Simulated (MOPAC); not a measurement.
MOPAC input (PM3):

```
PM3 1SCF GEO-OK AUX(PRECISION=9) THREADS=1
H2O2

O     0.01545466 1    0.72381182 1   -0.07020381 1
O    -0.01124373 1   -0.72607760 1   -0.04190313 1
H     0.80569804 1    0.89668240 1    0.46138431 1
H    -0.83938551 1   -0.87855617 1    0.43547118 1
```

From the last part of the output:

```
                                                       MOPAC v23.2.5 Linux

          FINAL HEAT OF FORMATION =        -38.27747 KCAL/MOL =    -160.15291 KJ/MOL

          COSMO AREA              =         57.41 SQUARE ANGSTROMS
          COSMO VOLUME            =         38.24 CUBIC ANGSTROMS

          IONIZATION POTENTIAL    =         11.902830 EV
          HOMO LUMO ENERGIES (EV) =        -11.903  1.761
          NO. OF FILLED LEVELS    =          7
          MOLECULAR WEIGHT        =         34.0146         POINT GROUP:  C2

          MOLECULAR DIMENSIONS (Angstroms)

            Atom       Atom       Distance
            H     4    H     3     2.42042
            O     2    O     1     0.96674
            O     1    H     4     0.50494

          SCF CALCULATIONS        =          1

   ATOM   CHEMICAL          X               Y               Z
  NUMBER   SYMBOL      (ANGSTROMS)     (ANGSTROMS)     (ANGSTROMS)

     1       O          0.01545466  *   0.72381182  *  -0.07020381  *
     2       O         -0.01124373  *  -0.72607760  *  -0.04190313  *
     3       H          0.80569804  *   0.89668240  *   0.46138431  *
     4       H         -0.83938551  *  -0.87855617  *   0.43547118  *

                             CARTESIAN COORDINATES

   1    O        0.015454660     0.723811820    -0.070203810
   2    O       -0.011243730    -0.726077600    -0.041903130
   3    H        0.805698040     0.896682400     0.461384310
   4    H       -0.839385510    -0.878556170     0.435471180

           Empirical Formula: H2 O2  =     4 atoms

      MOLECULAR POINT GROUP   :   C2

                  EIGENVALUES
 -36.30348 -32.72400 -17.76801 -17.75145 -15.70887 -12.79919 -11.90283   1.76065
   4.02995   4.65782

              NET ATOMIC CHARGES AND DIPOLE CONTRIBUTIONS

  ATOM NO.   TYPE          CHARGE      No. of ELECS.   s-Pop       p-Pop
    1          O          -0.193738        6.1937     1.86110     4.33264
    2          O          -0.193738        6.1937     1.86110     4.33264
    3          H           0.193738        0.8063     0.80626
    4          H           0.193738        0.8063     0.80626
 DIPOLE           X         Y         Z       TOTAL
 POINT-CHG.    -0.035     0.019     0.939     0.940
 HYBRID        -0.024     0.013     0.640     0.641
 SUM           -0.059     0.032     1.579     1.580

          ATOMIC ORBITAL ELECTRON POPULATIONS

     Atom    s        px        py        pz
    1  O   1.86110   1.52823   1.02435   1.78006
    2  O   1.86110   1.48197   1.02228   1.82839
    3  H   0.80626
    4  H   0.80626

 **********************
 *                    *
 * JOB ENDED NORMALLY *
 *                    *
 **********************

 == MOPAC DONE ==
```

The geometry given is a B3LYP-D3(BJ)/def2-TZVP minimum.
